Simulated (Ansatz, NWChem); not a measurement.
Heat of formation of CH6N2 (methylhydrazine) from total energies

CH6N2 has 9 atoms, charge 0, and is taken as a singlet. As SMILES, `CNN`. The coordinates come from a PBE0-D4/def2-TZVP relaxation. This is one conformer, not always the lowest.

```xyz
9

C    -0.6323    0.7728   -0.4169
N     0.6170    0.1744   -0.0070
N     0.3869   -0.8781    0.9052
H    -1.3394    0.0637   -0.8770
H    -0.4232    1.5664   -1.1385
H    -1.1189    1.2130    0.4547
H     1.1265   -0.1468   -0.8243
H     0.1649   -1.7551    0.4396
H     1.2185   -1.0103    1.4642
```

Total energies at r2SCAN/cc-pVDZ (NWChem 7.3.0); the atoms run unrestricted:

| species | state | energy (Eh) |
| --- | --- | --- |
| CH6N2 | singlet | -151.086097 |
| C | triplet | -37.826273 |
| N | quartet | -54.567837 |
| H | doublet | -0.499208 |

Harmonic wavenumbers at PBE0-D4/def2-TZVP, in cm⁻¹: 255, 287, 451, 799, 922, 987, 1142, 1199, 1214, 1327, 1438, 1474, 1490, 1519, 1674, 2968, 3085, 3135, 3449, 3479, 3595.

Measured heats of formation of the gaseous atoms at 298.15 K, in kJ/mol: C 716.9, N 472.4, H 218.0. Take 1 Eh = 2625.50 kJ/mol, 1 cm⁻¹ = 0.0119627 kJ/mol, RT = 2.479 kJ/mol.

Problem. What heat of formation follows?

Solution. 
1. Electronic atomisation energy: (-37.826273) + 2 × (-54.567837) + 6 × (-0.499208) − (-151.086097) = 1.128902 Eh = 2963.9 kJ/mol.
2. Zero-point energy: half the sum of the wavenumbers, 17944.5 cm⁻¹ = 214.7 kJ/mol.
3. Thermal vibrational enthalpy, Σ hcν̃/(exp(hcν̃/kT) − 1): 3.8 kJ/mol. Translation, rotation and pV of a non-linear molecule: 4 RT = 9.9 kJ/mol.
4. The 9 free atoms carry 5/2 RT each: 55.8 kJ/mol.
5. Atomisation enthalpy at 298 K: 2963.9 − 214.7 − 3.8 − 9.9 + 55.8 = 2791.3 kJ/mol.
6. Sum of the atoms' heats of formation: 2969.7 kJ/mol. Heat of formation: 2969.7 − 2791.3 = +178.4 kJ/mol.

The tabulated value is +94.7 kJ/mol (CRC Handbook of Chemistry and Physics), so this level is off by +83.7 kJ/mol, or 2.9 % of the atomisation enthalpy. Anharmonicity and any spin-orbit splitting of the molecule are left out.
